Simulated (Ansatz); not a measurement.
A nudged elastic band was laid between two geometries of C$_{2}$H$_{3}$FN$_{2}$ (8 atoms, charge 0, multiplicity 1).

The calculation used Ansatz 0.2.0, RKS PBE0/def2-SVP.

* movable images: 7
* climbing image: yes
* spring: 5.0 eV/Å²
* optimiser: quadratic models (default)
* start path: IDPP
* force threshold: 0.03 eV/Å
* iteration limit: 58
* end points: relaxed

Initial state:

```xyz
8
Properties=species:S:1:pos:R:3
C -0.445 1.342 0.025
N -0.553 0.109 0.308
C 0.431 -0.783 -0.120
N 0.446 -2.018 0.094
F 1.433 -0.241 -0.816
H -1.229 2.029 0.369
H 0.396 1.764 -0.550
H -0.386 -2.260 0.634
```

Final state:

```xyz
8
Properties=species:S:1:pos:R:3
C -0.447 1.341 0.020
N -0.559 0.107 0.299
C 0.432 -0.782 -0.117
N 0.449 -2.016 0.100
F 1.438 -0.239 -0.807
H 0.401 1.765 -0.542
H -1.236 2.027 0.357
H -0.387 -2.260 0.634
```

**Question.** What changes between the two ends?

**Answer.** No bond is made or broken. The dihedral H6–C1–N2–C3 changes from 180 to 0° by way of a nearly straight angle C1–N2–C3 (up to 177°), not by a turn about the bond. The two ends are copies of one structure, up to a mirror image or an exchange of like atoms.

**Question.** Give the energies along the band, and the barrier.

**Answer.** The run converged. The highest image is number 4 of 0 to 8, 65.5 kJ/mol above the ends, which have the same energy within 2 meV. A vibrational analysis at the climbing image gives one clearly imaginary mode, 333i cm⁻¹: a first-order saddle point.

```
image  path coordinate (Å)  energy (kJ/mol)  angle C1–N2–C3 (°)
    0                 0.00              0.0                 119
    1                 0.72              4.6                 120
    2                 1.43             11.3                 121
    3                 2.15             25.0                 137
    4                 2.87             65.5                 177
    5                 3.58             24.1                 136
    6                 4.29             11.4                 121
    7                 5.00              4.7                 120
    8                 5.71              0.0                 119
```

**Question.** What is the geometry of the highest image?

**Answer.** 
```xyz
8
Properties=species:S:1:pos:R:3
C -0.565 1.351 -0.307
N 0.086 0.318 -0.089
C 0.727 -0.818 0.170
N 0.285 -1.970 0.430
F 2.043 -0.623 0.124
H -0.874 2.039 0.507
H -0.878 1.644 -1.330
H -0.732 -1.999 0.439
```

**Question.** What are the harmonic wavenumbers there?

**Answer.** 333i, 189, 296, 540, 627, 666, 766, 911, 1017, 1095, 1180, 1332, 1532, 1772, 2036, 2994, 3073, 3612 cm⁻¹.

The run took 7.2 min on 1 thread of Arm Neoverse V2, on a shared host, peak memory 0.16 GiB.
